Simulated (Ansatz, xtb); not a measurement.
## C3H7NO: which of two isomers lies lower

Structure X: `C[C@@H]1O[C@H]1N`, a singlet. Structure Y: `C[C@@H]1O[C@@H]1N`, a singlet. Both are isolated molecules in the gas phase, relaxed with PBE-D3(BJ)/def2-SVP; the shapes shown needn't be the lowest conformers.

X (Å):

```yaml
atoms:
  - { symbol: C, position_ang: [-0.7599, -0.6745, -2.1316] }
  - { symbol: C, position_ang: [-0.6201, -0.3091, -0.6754] }
  - { symbol: C, position_ang: [0.6750, -0.1462, 0.0003] }
  - { symbol: N, position_ang: [0.8690, -0.4837, 1.3598] }
  - { symbol: O, position_ang: [-0.1230, 1.0112, -0.3766] }
  - { symbol: H, position_ang: [-0.9147, -1.7665, -2.2526] }
  - { symbol: H, position_ang: [-1.6318, -0.1560, -2.5812] }
  - { symbol: H, position_ang: [0.1429, -0.3784, -2.7009] }
  - { symbol: H, position_ang: [-1.4748, -0.6236, -0.0368] }
  - { symbol: H, position_ang: [1.5976, -0.2579, -0.6027] }
  - { symbol: H, position_ang: [0.0117, -0.3340, 1.9045] }
  - { symbol: H, position_ang: [1.6056, 0.0949, 1.7819] }
```

Y (Å):

```xyz
12

C    -1.4569    0.2379   -0.5647
C    -0.3504   -0.4298   -1.3451
C     0.9862   -0.7117   -0.7919
N     1.3940   -0.3002    0.4980
O     0.0107   -1.7752   -0.9758
H    -1.3425    0.1064    0.5290
H    -2.4395   -0.1923   -0.8471
H    -1.4872    1.3249   -0.7852
H    -0.4219   -0.2679   -2.4422
H     1.8382   -0.7733   -1.4972
H     0.6097   -0.2918    1.1588
H     2.1081   -0.9336    0.8764
```

Energies in hartree; the thermal terms are from PBE-D3(BJ)/def2-SVP harmonic frequencies (ideal gas, rigid rotor, one conformer each, 298.15 K, 1 atm) and include the zero-point energy:

```
                              X           Y
E, CCSD(T)/def2-SVP  −247.602124  −247.600167
    E, MP2/def2-SVP  −247.532265  −247.530234
  E, MP2/def2-TZVPP  −248.004379  −248.002976
  zero-point energy     0.099604     0.099536
       H(298 K) − E     0.106270     0.106271
       G(298 K) − E     0.071308     0.071048
```

Question: Correct the CCSD(T) difference for the basis set by the MP2 change, then work out ΔE, ΔE₀, ΔH and ΔG for X → Y in kcal/mol (1 Eh = 627.51 kcal/mol) and the equilibrium ratio [Y]/[X].

Answer: 1. Differences Y − X: CCSD(T) +0.001957, MP2 in the small set +0.002031, MP2 in the large set +0.001403 Eh.
2. ΔE = +0.001957 + (+0.001403 − (+0.002031)) = +0.001329 Eh = +0.83 kcal/mol.
3. ΔE₀ = ΔE + ΔZPE = +0.001329 + (−0.000068) Eh = +0.79 kcal/mol.
4. ΔH = ΔE + (+0.000001) Eh = +0.83 kcal/mol.
5. ΔG = ΔE + (−0.000260) Eh = +0.67 kcal/mol, so ΔS = (ΔH − ΔG)/T = +2.3 J/(mol K).
6. kT = 0.9442 mEh, so K = [Y]/[X] = exp(−ΔG/kT) = exp(−1.13) ≈ 0.32.

The two are too close for this level to say which is favoured. An error of 1 kcal/mol in ΔG would change K by a factor of 5.4. Mirror images and further conformers aren't counted.

As drawn, both hold the same kinds of bond in the same numbers.

Other levels gave ΔE = +1.1 (GFN2-xTB); +1.2 (HF/STO-3G, GFN2-xTB geometries); +1.1 (r2SCAN-D4/def2-SVP, GFN2-xTB geometries); +0.9 (PBE-D3(BJ)/def2-SVP); +1.4 (HF/def2-SVP); +1.3 (MP2/def2-SVP); +1.2 (CCSD(T)/def2-SVP) kcal/mol. The correlated steps freeze 5 core orbitals. Programs: Ansatz 0.2.0, xtb 6.7.1.
